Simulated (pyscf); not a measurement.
Optimised with ωB97X-D3(BJ)/def2-SVP in PySCF. Correlated levels are frozen-core, on RHF or UHF. ΔMP2 is the change of the MP2 total energy from the triple- to the quadruple-zeta basis.

**Question.** For `[PH2]` [doublet] + `[GeH4]` → `[PH2][GeH3]` + `[H]` [doublet], a substitution at Ge (doublet surface; Ge–H broken, Ge–P formed), PBE/def2-TZVP gives ΔE‡ = 20.4 kcal/mol and ΔE = +18.5 kcal/mol (zero: the separated reactants). In which direction and how far do r²SCAN/def2-TZVP, B3LYP-D3(BJ)/def2-TZVP, CCSD(T)/def2-TZVPP + ΔMP2(QZVPP) move these?

**Answer.** r²SCAN: ΔE‡ = 22.4 kcal/mol, ΔE = +21.5 kcal/mol; B3LYP-D3(BJ): ΔE‡ = 25.3 kcal/mol, ΔE = +22.8 kcal/mol; CCSD(T): ΔE‡ = 28.6 kcal/mol, ΔE = +21.7 kcal/mol. PBE's barrier lies under all of them, by 2.1 to 8.2 kcal/mol. Its reaction energy lies under all of them, by 3.0 to 4.3 kcal/mol. One saddle was located; it need not be the lowest between these sides. The angle at the attacked Ge is 70° (front-side attack). The CCSD(T) − MP2 part came from Ansatz, without density fitting, on the same reference. The frozen core leaves the outer d or s,p core shells of the metals and heavy elements correlated in the MP2 and CC values, and def2-TZVPP describes them poorly, which can shift differences by a few kcal/mol. Elements up to Kr have no core potential and no relativistic terms here.
